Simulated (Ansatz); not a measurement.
## Nudged elastic band run: CH3NSi

Input file:

```yaml
crystal:
  periodic: [false, false, false]
  atoms:
    - { symbol: "N", position_ang: [1.091672, 0.900907, -0.90692] }
    - { symbol: C, position_ang: [0.39007, 0.201589, -0.264882] }
    - { symbol: Si, position_ang: [-0.273313, -1.212817, 0.712539] }
    - { symbol: H, position_ang: [1.015684, 1.816464, -1.324727] }
    - { symbol: H, position_ang: [-1.529868, -1.336628, -0.091396] }
    - { symbol: H, position_ang: [-0.694245, -0.369525, 1.875387] }
basis:
  gaussian: { orbitals: def2-mTZVP }
hamiltonian:
  xc: cam_b3lyp
  dispersion: d4
neb:
  order_check: false
  images: 1
  f_tol: 0.05
  max_iterations: 60
  climbing: false
  final_atoms:
    - { symbol: "N", position_ang: [0.65382851, 1.24481231, -0.88990937] }
    - { symbol: C, position_ang: [0.20962224, 0.3533966, -0.26265052] }
    - { symbol: Si, position_ang: [-0.21328451, -1.18273701, 0.67200468] }
    - { symbol: H, position_ang: [1.50400649, 1.4933558, -1.37319156] }
    - { symbol: H, position_ang: [-1.495017, -1.43819505, -0.05611657] }
    - { symbol: H, position_ang: [-0.65915573, -0.47064265, 1.90986433] }
  initial_path:
    images:
      - { positions_ang: [[1.091672, 0.900907, -0.90692], [0.39007, 0.201589, -0.264882], [-0.273313, -1.212817, 0.712539], [1.015684, 1.816464, -1.324727], [-1.529868, -1.336628, -0.091396], [-0.694245, -0.369525, 1.875387]] }
      - { positions_ang: [[0.89008175, 0.94970948, -1.2623777], [0.01656373, 0.46601145, -0.53799282], [-0.42637667, -0.82262162, 0.58706718], [1.52297852, 1.64399449, -0.86698243], [-1.38695221, -1.79996189, 0.10623438], [-0.61629512, -0.4371419, 1.97405239]] }
      - { positions_ang: [[0.65382851, 1.24481231, -0.88990937], [0.20962224, 0.3533966, -0.26265052], [-0.21328451, -1.18273701, 0.67200468], [1.50400649, 1.4933558, -1.37319156], [-1.495017, -1.43819505, -0.05611657], [-0.65915573, -0.47064265, 1.90986433]] }
```

Run as:

```bash
$ ansatz run input.yaml --threads 1 --pin off --max-ram 2048MiB --backend cpu --events-out ev --progress --plain --runs-dir out
```

Output, in part (warnings, iteration lines, the closing report on the highest movable image, with atoms numbered from 0):

```
NEB end point (image 0): max|allowed force component| = 3.448e-3 eV/Å (the criterion of neb.relax_end_points is 1.000e-2)
NEB end point (image 2): max|allowed force component| = 6.633e-3 eV/Å (the criterion of neb.relax_end_points is 1.000e-2)
NEB iter   1: max|band force component| = 3.057e0 eV/Å  barrier→ = 1.5882 eV  barrier← = 1.5870 eV  Δτ_max = 0.1987 Å  (103 SCF iters)
NEB iter   2: max|band force component| = 2.141e0 eV/Å  barrier→ = 0.8744 eV  barrier← = 0.8732 eV  Δτ_max = 0.0553 Å  (41 SCF iters)
NEB iter   3: max|band force component| = 1.930e0 eV/Å  barrier→ = 0.7162 eV  barrier← = 0.7150 eV  Δτ_max = 0.1834 Å  (35 SCF iters)
NEB iter   4: max|band force component| = 1.055e0 eV/Å  barrier→ = 0.3800 eV  barrier← = 0.3787 eV  Δτ_max = 0.1194 Å  (40 SCF iters)
NEB iter   5: max|band force component| = 1.827e0 eV/Å  barrier→ = 0.3029 eV  barrier← = 0.3017 eV  Δτ_max = 0.0582 Å  (35 SCF iters)
NEB iter   6: max|band force component| = 1.285e0 eV/Å  barrier→ = 0.2236 eV  barrier← = 0.2224 eV  Δτ_max = 0.0583 Å  (28 SCF iters)
NEB iter   7: max|band force component| = 7.317e-1 eV/Å  barrier→ = 0.1469 eV  barrier← = 0.1457 eV  Δτ_max = 0.0565 Å  (29 SCF iters)
NEB iter   8: max|band force component| = 6.303e-1 eV/Å  barrier→ = 0.0956 eV  barrier← = 0.0944 eV  Δτ_max = 0.0589 Å  (27 SCF iters)
NEB iter   9: max|band force component| = 4.057e-1 eV/Å  barrier→ = 0.0551 eV  barrier← = 0.0538 eV  Δτ_max = 0.0998 Å  (28 SCF iters)
NEB iter  10: max|band force component| = 2.009e-1 eV/Å  barrier→ = 0.0289 eV  barrier← = 0.0277 eV  Δτ_max = 0.0468 Å  (30 SCF iters)
NEB iter  11: max|band force component| = 6.575e-2 eV/Å  barrier→ = 0.0235 eV  barrier← = 0.0223 eV  Δτ_max = 0.1156 Å  (27 SCF iters)
NEB iter  12: max|band force component| = 1.890e-1 eV/Å  barrier→ = 0.0292 eV  barrier← = 0.0280 eV  Δτ_max = 0.0538 Å  (28 SCF iters)
NEB iter  13: max|band force component| = 6.685e-2 eV/Å  barrier→ = 0.0230 eV  barrier← = 0.0217 eV  Δτ_max = 0.0385 Å  (27 SCF iters)
NEB iter  14: max|band force component| = 2.417e-2 eV/Å  barrier→ = 0.0219 eV  barrier← = 0.0207 eV  Δτ_max = 0.0000 Å  (53 SCF iters)
Total energy: -10450.59540984 eV, -384.0522976437 hartree
Atom 0 at     0.811435     1.076337    -0.860915 Å, force    -0.004893    -0.017051     0.023165 eV/Å
Atom 1 at     0.321375     0.223661    -0.248152 Å, force    -0.021349     0.024077    -0.006149 eV/Å
Atom 2 at    -0.223255    -1.301502     0.745521 Å, force    -0.015393     0.024588    -0.003367 eV/Å
Atom 3 at     1.318719     1.763170    -1.379110 Å, force     0.008414    -0.011407    -0.012310 eV/Å
Atom 4 at    -1.483611    -1.379626    -0.079601 Å, force     0.019201    -0.006179    -0.010977 eV/Å
Atom 5 at    -0.744664    -0.382051     1.822258 Å, force     0.014020    -0.014027     0.009639 eV/Å
Dipole moment:     0.403562     0.778052    -0.543320 e Å
```

The run converged. No image climbed, so the highest image needn't sit at the top of the path. So few images can step over the top or miss a turn of the path.

Final band:

| image | path coordinate (Å) | energy (kJ/mol) |
| --- | --- | --- |
| 0 | 0.00 | 0.0 |
| 1 | 0.48 | 2.1 |
| 2 | 0.96 | 0.1 |

Run time: 31 s on 1 thread of Arm Neoverse V2, with other jobs on the host, peak memory 0.14 GiB.
